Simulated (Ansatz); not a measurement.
Basis sets over 7 cases of the highest harmonic wavenumber at PBE0 with Ansatz (Al to Cl present), each against its own reference: (a) the value in aug-pcseg-2; (b) the value in aug-pcseg-3; (c) the value in pcseg-3. By their distance from other large sets or by the extrapolation step the references are unsure by up to roughly 6 cm⁻¹ and lie short of the limit. Each level at its own minimum, unscaled; unrestricted open shells; no added dispersion term; no relativity. Cartesian d functions in some cases of 6-31G*, 6-31G**, 6-31+G*. (X+d) sets on Al to Cl for cc-pVXZ and aug-cc-pVXZ. 

Cases are drawn at random; left out are references unsure by over 17 cm⁻¹, runs with very soft modes, doubtful singlets, and cases whose largest runs show a restricted determinant unstable towards unrestricted orbitals, <S^2> over 0.1 too high or, where CCSD(T) ran, T1 over 0.025 (0.045 for open shells). Sets are drawn from those converged to one state in every case.

Cases (SMILES) and reference values:
- [SiH3] (SiH3), doublet: 2240 cm⁻¹ (a)
- ClO (OH-Cl): 3834 cm⁻¹ (a)
- [SiH] (SiH), doublet: 2024 cm⁻¹ (b)
- [CH](Cl)Cl, doublet: 3244 cm⁻¹ (a)
- ClF (F-Cl): 828 cm⁻¹ (c)
- S (H2S): 2740 cm⁻¹ (c)
- [Cl][Al] (Al-Cl) (closed-shell singlet): 471 cm⁻¹ (c)

| basis | functions over def2-SVP (largest species, mean of cases) | mean signed deviation (cm⁻¹) | mean absolute | largest | within 50 cm⁻¹ |
|---|---|---|---|---|---|
| STO-3G | 0.4 | 211 | 235 | 461 | 0 of 7 |
| pcseg-0 | 0.7 | -151 | 159 | 430 | 2 of 7 |
| 6-31G | 0.7 | -84 | 102 | 227 | 1 of 7 |
| 3-21G | 0.7 | -114 | 121 | 395 | 3 of 7 |
| def2-SV(P) | 0.9 | -20 | 39 | 143 | 6 of 7 |
| 6-31G* | 0.9 | 6 | 26 | 62 | 6 of 7 |
| def2-SVP | 1.0 | 2 | 11 | 28 | 7 of 7 |
| pcseg-1 | 1.0 | -2 | 24 | 45 | 7 of 7 |
| 6-31G** | 1.0 | 10 | 13 | 26 | 7 of 7 |
| 6-31+G* | 1.1 | 2 | 30 | 69 | 6 of 7 |
| cc-pVDZ | 1.2 | -13 | 16 | 49 | 7 of 7 |
| def2-SVPD | 1.5 | -2 | 7 | 21 | 7 of 7 |
| aug-pcseg-1 | 1.6 | -9 | 15 | 36 | 7 of 7 |
| aug-cc-pVDZ | 1.8 | -10 | 10 | 21 | 7 of 7 |
| def2-TZVP | 1.9 | -3 | 4 | 17 | 7 of 7 |
| 6-311++G(2d,2p) | 2.0 | -7 | 12 | 39 | 7 of 7 |
| pcseg-2 | 2.1 | 0 | 3 | 5 | 7 of 7 |
| cc-pVTZ | 2.3 | -2 | 2 | 5 | 7 of 7 |
| jun-cc-pV(T+d)Z | 2.7 | -3 | 3 | 5 | 7 of 7 |
| 6-311++G(3df,3pd) | 2.8 | 1 | 3 | 7 | 7 of 7 |

Among the sets for which every case ran a larger relative (same family, alike in diffuse functions, listed or not), the smallest listed that holds all cases within 50 cm⁻¹ together with them is def2-SVP, at 1.0 times the functions of def2-SVP, level with pcseg-1. Inside by cancellation, since a larger relative falls out: 6-31G**. Inside, though some case ran no larger relative to test it: pcseg-2, cc-pVTZ, jun-cc-pV(T+d)Z, 6-311++G(3df,3pd). Largest deviations of relatives not listed, over the cases that ran them: 6-311G** 52, def2-QZVPPD 1, aug-cc-pVTZ 10, cc-pVQZ 4, def2-TZVPP 5, def2-QZVPP 2, pcseg-3 1, def2-QZVP 2, aug-cc-pVQZ 5, def2-TZVPD 18, aug-pcseg-3 0, def2-TZVPPD 3, aug-pcseg-2 5 cm⁻¹. A case lies within its reference's uncertainty of the window's edge in pcseg-1, cc-pVDZ, 6-311G**. These figures hold for the cases listed.

Ansatz is a first-principles code.
